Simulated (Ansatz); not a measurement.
Cartesian coordinates (Å):
SMILES: C(C)C
```xyz
11

C      1.2667    -0.2310    -0.0979
C     -0.0375     0.5344    -0.3055
C     -1.2389    -0.1654     0.3245
H      2.1131     0.2851    -0.5552
H      1.4850    -0.3518     0.9662
H      1.2086    -1.2303    -0.5368
H      0.0596     1.5401     0.1143
H     -0.2146     0.6685    -1.3768
H     -2.1610     0.3970     0.1653
H     -1.1023    -0.2840     1.4024
H     -1.3787    -1.1625    -0.1006
```
Charge 0, multiplicity 1.

Computed with frozen-core CCSD(T)/aug-cc-pVTZ // B3LYP-D3(BJ)/def2-TZVPD run with Ansatz (a program for electronic structure).

| Item | Value |
|---|---|
| HF energy | -118.30835 Ha |
| MP2 correlation energy | -0.55179 Ha |

### Question
Estimate the CCSD correlation energy, the (T) correction, the total energy and the T1 diagnostic.

### Answer

```yaml
CCSD correlation energy: -0.59230 Ha
"(T) correction": -0.02177 Ha
CCSD(T) total energy: -118.92241 Ha
T1 diagnostic: 0.008
```
